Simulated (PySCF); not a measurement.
## Multinuclear NMR of cis-1,2-difluoroethene

Molfile (atoms numbered from 1):
```
C2H2F2
     RDKit          3D

  6  5  0  0  0  0  0  0  0  0999 V2000
   -1.3593    0.9835    0.4083 F   0  0  0  0  0  0  0  0  0  0  0  0
   -0.5059   -0.0364    0.4193 C   0  0  0  0  0  0  0  0  0  0  0  0
    0.5490   -0.0941   -0.3722 C   0  0  0  0  0  0  0  0  0  0  0  0
    0.8456    0.8633   -1.2459 F   0  0  0  0  0  0  0  0  0  0  0  0
   -0.7434   -0.8187    1.1277 H   0  0  0  0  0  0  0  0  0  0  0  0
    1.2393   -0.9270   -0.3591 H   0  0  0  0  0  0  0  0  0  0  0  0
  1  2  1  0
  2  3  2  0
  3  4  1  0
  2  5  1  0
  3  6  1  0
M  END
```

How the numbers were obtained: GIAO PBE0/pcSseg-2 shieldings, geometry: PBE0-D3(BJ)/def2-TZVP, in PySCF 2.14.0 with density-fitted response routines (single conformer, relativity neglected, isolated molecule, equivalent nuclei averaged).

Where does $^{19}$F resonate?

## Answers


```json
{"atoms": "F1/F4", "environment": "vinylic fluorine", "σ (ppm)": "339.7", "δ (ppm)": "-159.2"}
```

Shieldings were converted by a linear fit to measured shifts: $^{19}$F: δ = 154.44 − 0.923σ +9.8 on sp3 carbon (rms 3.6 ppm, 158 shifts, 5.4 ppm with the 11 outliers that the fit left out vs CFCl3, solution or neat liquid). Occasional misses reach two or three times the rms, and more in compound classes unlike the fitted ones.

On a 400 MHz spectrometer $^{19}$F resonates near 376.4 MHz, so 1 ppm is 376.4 Hz.
